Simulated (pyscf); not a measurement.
**Addition across a multiple bond or ene-type step: `[CH2]=[C]=[CH2]` + `[CH3][OH]` -> `[CH2]=[C]([CH3])[CH2][OH]`**

Gas phase, singlet surface, charge 0. Bonds broken: C8–O9. Bonds formed: C1–O9, C2–C8. Optimised with ωB97X-D3(BJ)/def2-SVP in PySCF.

Transition state (Å):

```xyz
13

C     -1.6449     0.0756     0.2164
C     -0.2749    -0.2666    -0.1433
C      0.1684    -1.2051    -0.9776
H     -2.2671     0.4848    -0.5985
H     -2.2001    -0.6939     0.7747
H      1.2457    -1.3432    -1.1508
H     -0.4814    -1.8971    -1.5420
C      0.3005     1.5815     1.2728
O     -1.4501     1.1978     1.2002
H      0.7917     1.8890     0.3503
H      0.8540     0.8195     1.8187
H      0.0224     2.4342     1.9158
H     -1.9644     1.9880     0.9559
```

One imaginary mode, 686i cm⁻¹; descent along it reached the two sides named, in the forms told below.

| bond | change | reactant side (Å) | saddle | product side |
|---|---|---|---|---|
| C8–O9 | breaks | 1.411 | 1.794 | 2.9 |
| C1–O9 | forms | 3.3 | 1.505 | 1.414 |
| C2–C8 | forms | 3.8 | 2.398 | 1.506 |

Electronic energies relative to the separated reactants (kJ/mol):

```
level                   barrier  reaction energy  reverse barrier
----------------------  -------  ---------------  ---------------
ωB97X-D3(BJ)/def2-TZVP    347.7           -173.9            521.7
PBE/def2-TZVP             302.5           -150.1            452.6
r²SCAN/def2-TZVP          319.6           -161.5            481.1
B3LYP-D3(BJ)/def2-TZVP    331.6           -151.7            483.3
PBE0-D3(BJ)/def2-TZVP     326.8           -174.8            501.6
M06-2X/def2-TZVP          351.1           -163.1            514.2
ωB97M-D3(BJ)/def2-TZVP    343.6           -163.3            506.8
HF/def2-TZVP              441.2           -142.3            583.5
```

With ωB97M-D3(BJ)/def2-TZVP energies and thermal terms (ideal gas, 1 atm, RRHO with modes under 100 cm⁻¹ raised to 100, one conformer, R ln 2 for chiral ones without a mode under 150 cm⁻¹), in kJ/mol:

| T (K) | ΔH‡ | ΔG‡ | ΔH | ΔG |
|---|---|---|---|---|
| 298 | 343.3 | 389.7 | -149.6 | -101.5 |
| 600 | 345.0 | 436.3 | -148.7 | -52.8 |
| 900 | 347.8 | 481.3 | -145.6 | -5.4 |
| 1200 | 350.8 | 525.3 | -141.5 | +40.7 |

On the product side the descent ends in a point that may be a rotor saddle (no frequency run), 5.8 kJ/mol over the lowest minimum found and 515.9 kJ/mol under the saddle at ωB97X-D3(BJ)/def2-TZVP. From the product side, •H₂C–C(=CH₂)–CH₃ + OH• lies, by one bond made or cut, 148.6 kJ/mol under this saddle at ωB97M-D3(BJ)/def2-TZVP. H₂C=C(CH₃)–CH₂–OH lies 77.2 kJ/mol over its isomer H₃C–CH₂–C(CH₃)=O (electronic energy, ωB97M-D3(BJ)/def2-TZVP). One saddle was located; it need not be the lowest between these sides.
